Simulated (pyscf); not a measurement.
# Four-centre exchange: H₃C–AlH–CH₃ (SMILES [CH3][AlH][CH3]) + NH₃ (SMILES N) → H₃C–Al(CH₃)–NH₂ (SMILES [CH3][Al]([CH3])[NH2]) + H₂ (SMILES [H][H])

Gas phase, singlet surface, charge 0. Bonds broken: Al2–H7, N11–H12. Bonds formed: Al2–N11, H7–H12. PySCF, gas phase, ωB97X-D3(BJ)/def2-SVP geometries.

Transition state (Å):

```xyz
14

C     -2.7320     0.3618    -0.2022
Al    -0.9313    -0.3194    -0.5548
C     -0.5008    -1.9519    -1.5451
H     -3.3748    -0.3994     0.2724
H     -2.7259     1.2435     0.4611
H     -3.2335     0.6625    -1.1397
H     -0.0483    -0.4088     1.0661
H     -0.7985    -1.8634    -2.6055
H      0.5781    -2.1823    -1.5279
H     -1.0291    -2.8315    -1.1388
N      0.4122     1.0486    -0.6787
H      0.3847     0.3225     0.5262
H      0.1923     2.0396    -0.5957
H      1.2570     0.9361    -1.2363
```

One imaginary mode, 1277i cm⁻¹; descent along it reached the two sides named, in the forms told below.

```json
[
 {"bond": "Al2–H7", "change": "breaks", "reactant side (Å)": "1.611", "saddle": "1.848", "product side": "2.6"},
 {"bond": "N11–H12", "change": "breaks", "reactant side (Å)": "1.015", "saddle": "1.407", "product side": "3.0"},
 {"bond": "Al2–N11", "change": "forms", "reactant side (Å)": "2.083", "saddle": "1.921", "product side": "1.785"},
 {"bond": "H7–H12", "change": "forms", "reactant side (Å)": "2.9", "saddle": "1.007", "product side": "0.761"}
]
```

Electronic energies relative to the separated reactants (kcal/mol):

```tsv
level	barrier	reaction energy	reverse barrier
ωB97X-D3(BJ)/def2-TZVP	0.2	-19.7	19.9
PBE/def2-TZVP	-2.3	-18.3	16.0
r²SCAN/def2-TZVP	-3.5	-20.5	17.1
B3LYP-D3(BJ)/def2-TZVP	0.2	-19.7	19.9
PBE0-D3(BJ)/def2-TZVP	-1.9	-18.3	16.5
M06-2X/def2-TZVP	-0.8	-22.9	22.1
ωB97M-D3(BJ)/def2-TZVP	1.4	-19.0	20.4
HF/def2-TZVP	16.0	-15.4	31.3
```

With ωB97M-D3(BJ)/def2-TZVP energies and thermal terms (ideal gas, 1 atm, RRHO with modes under 100 cm⁻¹ raised to 100, one conformer, R ln 2 for rigid chiral ones), in kcal/mol:

| T (K) | ΔH‡ | ΔG‡ | ΔH | ΔG |
|---|---|---|---|---|
| 298 | -0.1 | 10.7 | -21.4 | -18.9 |
| 600 | 0.2 | 21.6 | -20.1 | -17.0 |
| 900 | 0.9 | 32.1 | -19.1 | -15.6 |
| 1200 | 1.8 | 42.4 | -18.4 | -14.6 |

On the reactant side the descent ends in an adduct with a Al–N contact (not fully relaxed), 29.0 kcal/mol under the separated species and 29.2 kcal/mol under the saddle at ωB97X-D3(BJ)/def2-TZVP. At PBE, r²SCAN, PBE0-D3(BJ), M06-2X the saddle lies under the separated reactants, which points to a path from their complex (located at ωB97X-D3(BJ) alone). What is counted as formed (Al–N) is already present as a longer contact in the reactant adduct; forming that adduct is a step of its own. At the saddle there is also a short Al–H contact that neither side keeps. One saddle was located; it need not be the lowest between these sides.
